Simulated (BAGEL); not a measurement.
# CH2FNS (SMILES [H]/N=C(/F)S): HF/3-21G (density fitting with qzvpp-jkfit)

What is the vertical ionisation energy of CH2FNS at HF/3-21G (density fitting with qzvpp-jkfit)? 

The calculation is run with BAGEL 1.2.2.

2 further runs of the same task are left out: 2 set aside as unsound or not needed.

## Step 1: Starting point

The species is CH2FNS (6 atoms), meant as a singlet with charge 0. As SMILES, `[H]/N=C(/F)S`. Geometry: relaxed at PBE0-D4/def2-TZVP. This is one conformer, not always the lowest.

Bond lengths: N1–C2 1.243 Å, C2–F3 1.332 Å, C2–S4 1.764 Å, N1–H5 1.013 Å, S4–H6 1.341 Å. Angles: N1–C2–F3 119.1°, N1–C2–S4 133.8°, F3–C2–S4 107.1°, C2–N1–H5 113.4°, C2–S4–H6 95.2°.

## Step 2: The energy at HF/3-21G (density fitting with qzvpp-jkfit)

input.json reads:

```json
{ "bagel": [

{
  "title": "molecule",
  "basis": "3-21g",
  "df_basis": "qzvpp-jkfit",
  "angstrom": true,
  "geometry": [
    { "atom": "N", "xyz": [       0.950900,      -0.133600,      -0.831100 ] },
    { "atom": "C", "xyz": [       0.296700,      -0.460400,       0.174500 ] },
    { "atom": "F", "xyz": [       0.690600,      -1.513300,       0.888300 ] },
    { "atom": "S", "xyz": [      -1.148300,       0.183500,       0.953900 ] },
    { "atom": "H", "xyz": [       0.576100,       0.677000,      -1.308300 ] },
    { "atom": "H", "xyz": [      -1.323900,       1.182700,       0.076600 ] }
  ]
},

{
  "title": "hf"
},

{
  "title": "print",
  "file": "orbitals.molden",
  "orbitals": true
}

]}
```

Started as:

```bash
$ BAGEL_NUM_THREADS=1 BAGEL input.json > input.out
```

Output:

```text
* using 1 threads per process

  ===============================================================
  ===============================================================

  *** Geometry ***

  { "atom" : "N", "xyz" : [      1.796941,     -0.252467,     -1.570551 ] },
  { "atom" : "C", "xyz" : [      0.560682,     -0.870030,      0.329757 ] },
  { "atom" : "F", "xyz" : [      1.305045,     -2.859723,      1.678644 ] },
  { "atom" : "S", "xyz" : [     -2.169973,      0.346765,      1.802610 ] },
  { "atom" : "H", "xyz" : [      1.088671,      1.279345,     -2.472329 ] },
  { "atom" : "H", "xyz" : [     -2.501808,      2.234979,      0.144753 ] },

  Number of auxiliary basis functions:      393

  Since a DF basis is specified, we compute 2- and 3-index integrals:
    o Being stored without compression. Storage requirement is 0.006 GB

  Number of basis functions:       44
  Number of electrons      :       40

    * METHOD: MOLECULE                             0.12

  *** RHF ***

  === Nuclear Repulsion ===
   155.3911460252

      * DIIS with orbital gradients will be used.

  === RHF iteration (3-21g) ===
      0       -587.19640418          0.03227512           0.02
      1       -587.30439802          0.02226207           0.02
      2       -587.36730878          0.00213193           0.02
      3       -587.36928628          0.00123026           0.02
      4       -587.36969778          0.00040697           0.02
      5       -587.36981717          0.00013913           0.02
      6       -587.36982840          0.00003992           0.02
      7       -587.36982915          0.00001065           0.02
      8       -587.36982919          0.00000362           0.02
      9       -587.36982919          0.00000206           0.02
     10       -587.36982919          0.00000049           0.02
     11       -587.36982919          0.00000018           0.02
     12       -587.36982919          0.00000005           0.02
     13       -587.36982919          0.00000002           0.02
     14       -587.36982919          0.00000001           0.02
    * SCF iteration converged.

    * Permanent dipole moment:
           (    0.805304,    -1.147880,     0.398515) a.u.

    * METHOD: HF                                   0.41

    * METHOD: PRINT                                0.01

  ===============================================================
```

Wall time 0.77 s (1 thread of Intel Xeon Platinum 8488C (Sapphire Rapids), shared host).

## Step 3: The doublet cation at the same level

hf.json reads:

```json
{ "bagel": [

{
  "title": "molecule",
  "basis": "3-21g",
  "df_basis": "qzvpp-jkfit",
  "angstrom": "true",
  "geometry": [
    { "atom": "N", "xyz": [       0.950900,      -0.133600,      -0.831100 ] },
    { "atom": "C", "xyz": [       0.296700,      -0.460400,       0.174500 ] },
    { "atom": "F", "xyz": [       0.690600,      -1.513300,       0.888300 ] },
    { "atom": "S", "xyz": [      -1.148300,       0.183500,       0.953900 ] },
    { "atom": "H", "xyz": [       0.576100,       0.677000,      -1.308300 ] },
    { "atom": "H", "xyz": [      -1.323900,       1.182700,       0.076600 ] }
  ]
},

{
  "title": "uhf",
  "charge": 1,
  "nopen": 1
},

{
  "title": "print",
  "file": "orbitals.molden",
  "orbitals": "true"
}

]}
```

Started as:

```bash
$ BAGEL_NUM_THREADS=1 BAGEL hf.json > hf.out
```

Output:

```text
* using 1 threads per process

  ===============================================================
  ===============================================================

  *** Geometry ***

  { "atom" : "N", "xyz" : [      1.796941,     -0.252467,     -1.570551 ] },
  { "atom" : "C", "xyz" : [      0.560682,     -0.870030,      0.329757 ] },
  { "atom" : "F", "xyz" : [      1.305045,     -2.859723,      1.678644 ] },
  { "atom" : "S", "xyz" : [     -2.169973,      0.346765,      1.802610 ] },
  { "atom" : "H", "xyz" : [      1.088671,      1.279345,     -2.472329 ] },
  { "atom" : "H", "xyz" : [     -2.501808,      2.234979,      0.144753 ] },

  Number of auxiliary basis functions:      393

  Since a DF basis is specified, we compute 2- and 3-index integrals:
    o Being stored without compression. Storage requirement is 0.006 GB

  Number of basis functions:       44
  Number of electrons      :       40

    * METHOD: MOLECULE                             0.11

  *** Open-shell HF ***

  === Nuclear Repulsion ===
   155.3911460252

      * DIIS with orbital gradients will be used.

  === UHF iteration (3-21g) ===
      0       -586.78038480          0.06647475           0.04
      1       -586.90698568          0.05098455           0.04
      2       -586.95476010          0.03751288           0.04
      3       -587.00380968          0.00293094           0.04
      4       -587.00605240          0.00152153           0.04
      5       -587.00775486          0.00070084           0.04
      6       -587.00897277          0.00052260           0.05
      7       -587.00985896          0.00043419           0.04
      8       -587.01088645          0.00025323           0.04
      9       -587.01111929          0.00006878           0.04
     10       -587.01112223          0.00004695           0.04
     11       -587.01112250          0.00002688           0.04
     12       -587.01112310          0.00001403           0.04
     13       -587.01112356          0.00000346           0.04
     14       -587.01112357          0.00000152           0.04
     15       -587.01112358          0.00000089           0.04
     16       -587.01112358          0.00000034           0.04
     17       -587.01112358          0.00000016           0.04
     18       -587.01112358          0.00000007           0.04
     19       -587.01112358          0.00000003           0.04
     20       -587.01112358          0.00000002           0.03
     21       -587.01112358          0.00000001           0.04
    * SCF iteration converged.

    * S^2 (UHF) is 0.9464

    * Permanent dipole moment:
           (    1.686995,    -2.028969,     0.438297) a.u.

    * METHOD: UHF                                  0.95

    * METHOD: PRINT                                0.00

  ===============================================================
```

Run time: 1.3 s. Hardware: 1 thread of Intel Xeon Platinum 8488C (Sapphire Rapids), shared host.

## Step 4: What came out

Level: HF/3-21G (density fitting with qzvpp-jkfit).

| quantity | value |
| --- | --- |
| singlet CH2FNS: total energy | -587.36983 Eh |
| singlet CH2FNS: dipole moment | 3.71 D |
| singlet CH2FNS: HOMO energy | -10.96 eV |
| singlet CH2FNS: LUMO energy | 3.85 eV |
| singlet CH2FNS: HOMO–LUMO gap | 14.80 eV |
| doublet cation: total energy | -587.01112 Eh |
| doublet cation: ⟨S²⟩ | 0.946 |
| vertical ionisation energy (to the doublet cation) | 9.761 eV |

In words: The vertical ionisation energy comes to 9.76 eV (225 kcal/mol). The negative HOMO energy of the first species, 10.96 eV, lies 1.19 eV above that difference. ⟨S²⟩ (doublet cation) is 0.95 where a pure doublet has 0.75: the reference is spin-contaminated.
